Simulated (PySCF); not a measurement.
**Mg₂Cl⁺: structure of the singlet**

Where does singlet Mg₂Cl⁺ go from a PBE0 minimum start, is the end point a minimum, and what are its modes, charges and moments?

Computed with PySCF 2.14.0. Level: PBE0, basis Cl def2-TZVP, Mg def2-TZVP, no relativity, density fitting.

**1. The starting structure**

3 atoms, charge 1, spin multiplicity 1.

Bond lengths: Cl1–Mg2 2.390 Å, Cl1–Mg3 2.390 Å, Mg2–Mg3 2.698 Å. Angles: Mg2–Cl1–Mg3 68.7°, Cl1–Mg2–Mg3 55.6°, Cl1–Mg3–Mg2 55.6°.

```xyz
3
charge 1 multiplicity 1
Cl    0.0000    0.0000   -1.1413
Mg    1.3492    0.0000    0.8320
Mg   -1.3492    0.0000    0.8320
```

**2. The SCF at the typed geometry**

One driver script runs all steps and calls PySCF; scf.py shows how it sets up the SCF of each step. The optimiser is the driver's own. After this first run the driver tries any further starts and a stability analysis.

File scf.py:

```python
from pyscf import gto, scf, dft
mol = gto.M(atom='''
Cl     0.000000    -0.000000    -1.141322
Mg     1.349239    -0.000000     0.832006
Mg    -1.349239     0.000000     0.832006''',
    basis={'Cl': 'def2-TZVP', 'Mg': 'def2-TZVP'},
    charge=1, spin=0)
mf = dft.RKS(mol, xc='PBE0')
mf.grids.atom_grid = (50, 194)
aux = {'Cl': 'def2-universal-JKFIT', 'Mg': 'def2-universal-JKFIT'}
mf = mf.density_fit(auxbasis=aux)
mf.conv_tol = 1e-08
mf.diis_space = 10
mf.max_cycle = 60
mf.init_guess = 'minao'
mf.verbose = 4
mf.kernel()
```

Run with:

```bash
> OMP_NUM_THREADS=2 python axn.py task.json out
```

Further steps of the session: PBE0 minimum start, singlet: relaxation; Vibrations and properties at this point.

Q: Predict the outcome of this session. Wanted: minimum; geometry; wavenumbers; dipole moment; highest occupied, lowest empty level; polar-tensor charge of Cl1; zero-point energy.

**Answer**, as computed:

| quantity | value |
| --- | --- |
| minimum | singlet, C2v |
| geometry | Cl–Mg 2.391 Å (×2), Mg–Mg 2.700 Å; Cl–Mg–Mg 55.6° (×2), Mg–Cl–Mg 68.8° |
| wavenumbers (cm⁻¹) | 172 (b2), 247 (a1), 377 (a1) |
| dipole moment (centre of mass) | 4.50 D |
| highest occupied, lowest empty level | -10.50, -7.81 eV |
| polar-tensor charge of Cl1 | -0.31 e |
| zero-point energy | 4.8 kJ/mol |
| entropy at 298.15 K | 286.5 J/(mol K) |

The PBE0 minimum start keeps its C2v symmetry and ends in a minimum. In the infrared the band at 377 cm⁻¹ (a1) leads. Only this shape and spin were tried, so other structures or states may lie lower.
